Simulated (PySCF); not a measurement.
Delta-SCF ions had no search for a lower state. Excitations are Tamm–Dancoff values on a coarser integration grid. The basis has no diffuse functions, so Rydberg states are missing or too high.

**C₃H₄, SMILES `C=C=C` (charge 0, multiplicity 1)**

Computed with ωB97X-D3(BJ)/def2-TZVP // PBE0-D3(BJ)/def2-TZVP (PySCF 2.14.0).

The HOMO comes out as -10.16 eV and the dipole moment is 0.00 D. The HOMO–LUMO gap is 12.68 eV and the LUMO is 2.51 eV. The S1 excitation (TDA) is 6.17 eV, the S1 oscillator strength is 0.000 and the brightest of the four lowest singlets (TDA) is 8.56 eV. The vertical ionisation energy (Delta-SCF) is 10.16 eV and the total energy is -3177.05 eV. The cost comes out as around 50 core-seconds (rough).

Bonds (Å): C1–C2 1.299, C1–H4 1.085, C1–H5 1.085, C2–C3 1.299, C3–H6 1.085, C3–H7 1.085. Bond angles (°): C2–C1–H4 121.1, C2–C1–H5 121.1, H4–C1–H5 117.9, C1–C2–C3 180.0, C2–C3–H6 121.1, C2–C3–H7 121.1, H6–C3–H7 117.9.
Charge 0, spin multiplicity 1.
